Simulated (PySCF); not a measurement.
## Working out the ionisation energy of O

O [He] 2s2 2p4 (3P) → O⁺ [He] 2s2 2p3 (4S). Computed with PySCF 2.14 in x2c-QZVPPall (7s4p3d2f1g, 57 functions), with scalar relativity by spin-free X2C-1e. Frozen: nothing. Energies in hartree (1 hartree = 27.21139 eV):

```
             part   O (lower)  O⁺ (upper)
              UHF  -74.870976  -74.429541
MP2 opposite-spin   -0.139746   -0.095373
    MP2 same-spin   -0.040846   -0.033973
```

Question: What does Hartree-Fock give?

Answer: (-74.429541) − (-74.870976) = 0.441435 hartree = 12.012 eV.

Question: What do MP2 and SCS-MP2 (6/5 opposite-spin, 1/3 same-spin) give?

Answer: The opposite-spin parts differ by 1.207 eV and the same-spin parts by 0.187 eV. MP2: 12.012 + (1.207) + (0.187) = 13.406 eV. SCS-MP2: 12.012 + 1.2 × (1.207) + (0.187)/3 = 13.523 eV.

Measured between the centres of the two terms (NIST): 13.608 eV, so MP2 (valence and next inner shell) is off by -0.202 eV.

What remains against the reference includes basis incompleteness and correlation beyond second order.
